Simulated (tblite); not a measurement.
`F[SiH2-]` (charge -1). Structure optimised with GFN2-xTB, isolated species.

```
atom  x, y, z in Å
F1     1.4226   -0.2676   -0.1862
Si2   -0.0892    0.0181    0.5866
H3    -0.8793   -1.0180   -0.2121
H4    -0.4439    1.2723   -0.2112
```

Which two atoms are farthest apart?

F1···H3 and F1···H4, 2.421 Å down to 2.420 Å.

Work out the bond lengths F1–Si2, Si2–H3, Si2–H4 in Å.

For F1–Si2 the difference vector is (-1.5118, 0.2857, 0.7728) Å, of length 1.7217 Å. F1–Si2 1.722; Si2–H3 1.528; Si2–H4 1.528 Å.

How far apart are these pairs, which share no bond: H3···H4?

H3···H4 2.331 Å (2 bonds apart).

Where is the centre of mass (commonest isotopes), and what is the radius of gyration?

Mass 48.991 u; centre at (0.474, -0.088, 0.254) Å; Rg = √(Σ m r²/M) = 0.898 Å. As Ia + Ib + Ic = 2 Σ m r², the three principal moments sum to 79.1 u·Å².

What is the repulsion energy of the bare nuclei, Σ ZA·ZB/RAB?

52.58 Eh over 6 pairs, with full nuclear charges and distances in bohr; the largest single term is 38.73 Eh (F1 with Si2).

What are the angles H3–Si2–H4, F1–Si2–H3, F1–Si2–H4?

From the scalar product of the two bond vectors; for H3–Si2–H4 it is -0.3820 Å² over 1.5283 × 1.5282 Å², cos θ = -0.1636. H3–Si2–H4 99.4°; F1–Si2–H3 96.1°; F1–Si2–H4 96.1°.

Its GFN2-xTB frequencies are all real (lowest 515 cm⁻¹).

These are computed values.
